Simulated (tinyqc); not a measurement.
CIS on RHF in the sto-3g basis, for BH2+, spin multiplicity 1, step by step (part 2 of 2). Computed by tinyqc, a small Python program that keeps every step (integrals from PySCF). Command: `OMP_NUM_THREADS=1 python tinyqc.py 27495 27496 out.jsonl` (the two numbers bound the seeds that draw the settings). One thread of a shared host (Intel(R) Xeon(R) Processor @ 2.60GHz), about 0.07 s of CPU time with the checks.

Geometry (angstrom):
```
atom        x         y        z
B     0.00000   0.00000  0.00000
H     0.00000   1.10500  0.49700
H     0.00000  -1.10500  0.49700
```

## CIS matrix, triplets

orbital energies (hartree): MO1 -7.94910, MO2 -0.99526, MO3 -0.85970, MO4 -0.23349, MO5 -0.17630, MO6 0.24840, MO7 0.37613

Two-electron integrals over orbitals (pq|rs), unique and non-zero (hartree):
```
(11|11) 2.89101    (21|11) -0.25814   (21|21) 0.03664    (22|11) 0.62351
(22|21) -0.00830   (22|22) 0.47765    (31|31) 0.00918    (32|31) 0.01568
(32|32) 0.14617    (33|11) 0.56992    (33|21) -0.00371   (33|22) 0.47247
(33|33) 0.49272    (41|11) 0.13072    (41|21) -0.01615   (41|22) 0.01273
(41|33) 0.00619    (41|41) 0.02556    (42|11) -0.06271   (42|21) 0.00614
(42|22) 0.02326    (42|33) 0.01692    (42|41) 0.01486    (42|42) 0.06927
(43|31) -0.00212   (43|32) 0.02010    (43|43) 0.02870    (44|11) 0.71362
(44|21) -0.01213   (44|22) 0.44792    (44|33) 0.43527    (44|41) -0.01125
(44|42) -0.06832   (44|44) 0.58756    (51|51) 0.02169    (52|51) 0.02199
(52|52) 0.07490    (53|53) 0.01985    (54|51) -0.01093   (54|52) -0.02917
(54|54) 0.04146    (55|11) 0.74201    (55|21) -0.00973   (55|22) 0.47437
(55|33) 0.44578    (55|41) 0.00453    (55|42) -0.03153   (55|44) 0.51204
(55|55) 0.58677    (61|11) -0.20561   (61|21) 0.03117    (61|22) -0.00221
(61|33) -0.00109   (61|41) -0.00444   (61|42) 0.01304    (61|44) -0.01612
(61|55) -0.00555   (61|61) 0.03135    (62|11) 0.19400    (62|21) -0.00689
(62|22) 0.04422    (62|33) 0.00796    (62|41) 0.01252    (62|42) -0.00188
(62|44) 0.06225    (62|55) 0.09678    (62|61) -0.00022   (62|62) 0.08716
(63|31) 0.00041    (63|32) -0.07095   (63|43) -0.02247   (63|63) 0.07716
(64|11) 0.07542    (64|21) 0.00040    (64|22) 0.02337    (64|33) 0.00391
(64|41) 0.00712    (64|42) 0.00833    (64|44) 0.03181    (64|55) 0.03365
(64|61) 0.00444    (64|62) 0.04523    (64|64) 0.03083    (65|51) 0.01759
(65|52) 0.05314    (65|54) -0.01237   (65|65) 0.04522    (66|11) 0.61067
(66|21) -0.00707   (66|22) 0.48354    (66|33) 0.47840    (66|41) 0.02157
(66|42) 0.05656    (66|44) 0.41577    (66|55) 0.45263    (66|61) 0.00384
(66|62) 0.02686    (66|64) 0.02070    (66|66) 0.53332    (71|31) 0.01426
(71|32) 0.02132    (71|43) -0.00386   (71|63) 0.00104    (71|71) 0.02234
(72|31) 0.00746    (72|32) -0.01882   (72|43) -0.02908   (72|63) 0.05115
(72|71) 0.01114    (72|72) 0.05346    (73|11) 0.21768    (73|21) -0.00659
(73|22) 0.03610    (73|33) 0.02435    (73|41) -0.00129   (73|42) -0.04893
(73|44) 0.10267    (73|55) 0.10309    (73|61) -0.00678   (73|62) 0.06992
(73|64) 0.03042    (73|66) -0.00900   (73|73) 0.10622    (74|31) -0.00864
(74|32) -0.06609   (74|43) 0.00794    (74|63) 0.03667    (74|71) -0.01275
(74|72) 0.00299    (74|74) 0.05120    (75|53) 0.01660    (75|75) 0.01826
(76|31) 0.01052    (76|32) 0.12068    (76|43) 0.03160    (76|63) -0.08340
(76|71) 0.01432    (76|72) -0.04453   (76|74) -0.05359   (76|76) 0.12796
(77|11) 0.66219    (77|21) -0.00960   (77|22) 0.47264    (77|33) 0.49279
(77|41) 0.00365    (77|42) -0.00046   (77|44) 0.46839    (77|55) 0.46535
(77|61) -0.00768   (77|62) 0.00826    (77|64) 0.00034    (77|66) 0.48761
(77|73) 0.03440    (77|77) 0.52280
```

A(ia,jb) = (e_a - e_i) d_ij d_ab - (ij|ab).

CIS matrix A, triplet (hartree):
```
          1>4      1>5       1>6       1>7       2>4      2>5       2>6       2>7
1>4   7.00199  0.00000  -0.07542   0.00000   0.01213  0.00000  -0.00040   0.00000
1>5   0.00000  7.03079   0.00000   0.00000   0.00000  0.00973   0.00000   0.00000
1>6  -0.07542  0.00000   7.58683   0.00000  -0.00040  0.00000   0.00707   0.00000
1>7   0.00000  0.00000   0.00000   7.66304   0.00000  0.00000   0.00000   0.00960
2>4   0.01213  0.00000  -0.00040   0.00000   0.31385  0.00000  -0.02337   0.00000
2>5   0.00000  0.00973   0.00000   0.00000   0.00000  0.34459   0.00000   0.00000
2>6  -0.00040  0.00000   0.00707   0.00000  -0.02337  0.00000   0.76013   0.00000
2>7   0.00000  0.00000   0.00000   0.00960   0.00000  0.00000   0.00000   0.89875
3>4   0.00000  0.00000   0.00000   0.00864   0.00000  0.00000   0.00000   0.06609
3>5   0.00000  0.00000   0.00000   0.00000   0.00000  0.00000   0.00000   0.00000
3>6   0.00000  0.00000   0.00000  -0.01052   0.00000  0.00000   0.00000  -0.12068
3>7   0.00864  0.00000  -0.01052   0.00000   0.06609  0.00000  -0.12068   0.00000

          3>4      3>5       3>6       3>7
1>4   0.00000  0.00000   0.00000   0.00864
1>5   0.00000  0.00000   0.00000   0.00000
1>6   0.00000  0.00000   0.00000  -0.01052
1>7   0.00864  0.00000  -0.01052   0.00000
2>4   0.00000  0.00000   0.00000   0.06609
2>5   0.00000  0.00000   0.00000   0.00000
2>6   0.00000  0.00000   0.00000  -0.12068
2>7   0.06609  0.00000  -0.12068   0.00000
3>4   0.19094  0.00000  -0.00391   0.00000
3>5   0.00000  0.23762   0.00000   0.00000
3>6  -0.00391  0.00000   0.62970   0.00000
3>7   0.00000  0.00000   0.00000   0.74303
```

## CIS triplet states

Diagonalise A (1 hartree = 27.211386 eV); each vector has its largest component positive (the first on a tie).

triplet excitation energies (eV): 5.02562  6.46592  8.26733  9.37651  15.90453  17.24426  23.93010  25.85568  190.27418  191.31802  206.70925  208.52306

lowest vectors:
```
      state 1  state 2   state 3   state 4  state 5   state 6
1>4   0.00000  0.00000  -0.00161   0.00000  0.00000  -0.00110
1>5   0.00000  0.00000   0.00000  -0.00145  0.00000   0.00000
1>6   0.00000  0.00000  -0.00018   0.00000  0.00000   0.00036
1>7  -0.00105  0.00000   0.00000   0.00000  0.00086   0.00000
2>4   0.00000  0.00000   0.98928   0.00000  0.00000   0.09598
2>5   0.00000  0.00000   0.00000   1.00000  0.00000   0.00000
2>6   0.00000  0.00000   0.01220   0.00000  0.00000   0.69656
2>7  -0.09499  0.00000   0.00000   0.00000  0.34897   0.00000
3>4   0.99533  0.00000   0.00000   0.00000  0.04932   0.00000
3>5   0.00000  1.00000   0.00000   0.00000  0.00000   0.00000
3>6  -0.01703  0.00000   0.00000   0.00000  0.93583   0.00000
3>7   0.00000  0.00000  -0.14549   0.00000  0.00000   0.71105
```
